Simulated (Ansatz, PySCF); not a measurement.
Gas-phase reaction in SMILES: NC=O → NC=O as doublet, charge +1 + e-
Geometries: B3LYP-D3(BJ)/def2-TZVP minima from Ansatz (an electronic-structure program), one conformer each, not searched for the lowest. A spin state is the lowest found, not a proven ground state.

Property: adiabatic ionisation energy (electronic energy difference), in eV. Valence correlation only, unless marked. UHF or UKS for open shells. Spin-orbit coupling is left out. No relativistic terms. Basis-set limits of correlation are two-point, X^-3; Hartree-Fock from the larger set. [CCSD(T)-MP2]/basis is that difference in the basis named.

```csv
level,program,adiabatic ionisation energy (eV),minus last row
HF/aug-cc-pVTZ,Ansatz,8.48,-1.77
PBE-D3(BJ)/def2-TZVPD,Ansatz + dftd3,10.05,-0.20
TPSS/def2-TZVPD,PySCF,9.92,-0.33
B3LYP/def2-TZVPD,Ansatz,10.11,-0.14
PBE0/6-31G*,Ansatz,9.76,-0.49
BHLYP-D4/def2-TZVPD,Ansatz + dftd4,9.83,-0.42
TPSSh/def2-TZVPD,PySCF,9.90,-0.35
PW6B95-D3(BJ)/def2-TZVPD,PySCF + dftd3,10.08,-0.17
M06-2X/def2-TZVPD,PySCF,10.18,-0.07
LC-wPBE/def2-TZVPD,Ansatz,10.13,-0.12
MP2/aug-cc-pVDZ,Ansatz,10.33,0.08
"RI-MP2/CBS(aug-cc-pVTZ,aug-cc-pVQZ)",Ansatz,10.62,0.37
CCSD/6-31G*,Ansatz,9.49,-0.76
CCSD(T) with core electrons/cc-pwCVTZ,Ansatz,10.01,-0.24
"RI-MP2/CBS(cc-pVTZ,cc-pVQZ)+[CCSD(T)-MP2]/cc-pVTZ",Ansatz,10.25,0.00
```
